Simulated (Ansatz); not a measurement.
## hcp Sc: properties by level of theory

Reference values: lattice constant a 3.309 Å (measured, 293 K, not corrected to a static lattice; as tabulated in Wikipedia's data pages); lattice parameter c 5.268 Å (measured, 293 K, not corrected to a static lattice; as tabulated in Wikipedia's data pages).

```
level (code)         equilibrium lattice constant a (Å)  lattice parameter c (Å)
-------------------  ----------------------------------  -----------------------
PBE (Ansatz)                                        ___                    5.165
PBE-D3(BJ) (Ansatz)                               3.269                    5.074
r²SCANh (Ansatz)                                  3.334                    5.207
```

**Question.** Fill in the missing entries.

**Answer.** 
- PBE (Ansatz, a first-principles code), equilibrium lattice constant a (Å): 3.320

Differences from the reference values (errors of the level alone only where the reference is corrected to a static lattice):

```json
[
 {"level": "PBE", "lattice constant a (%)": "+0.33", "lattice parameter c (%)": "-1.96"},
 {"level": "PBE-D3(BJ)", "lattice constant a (%)": "-1.21", "lattice parameter c (%)": "-3.68"},
 {"level": "r²SCANh", "lattice constant a (%)": "+0.76", "lattice parameter c (%)": "-1.16"}
]
```

Nearest: lattice constant a, not ranked (reference at room or unstated temperature); lattice parameter c, not ranked (reference at room or unstated temperature).

Ansatz's density-functional and Hartree–Fock values are scalar-relativistic unless marked +SOC, with PAW data made under PBE.

The crystal itself was run without spin with PBE, PBE-D3(BJ), r²SCANh; a magnetic state was not tried in these runs.

Differences are worked out from the printed values.

Static lattice: no zero-point or thermal effects.
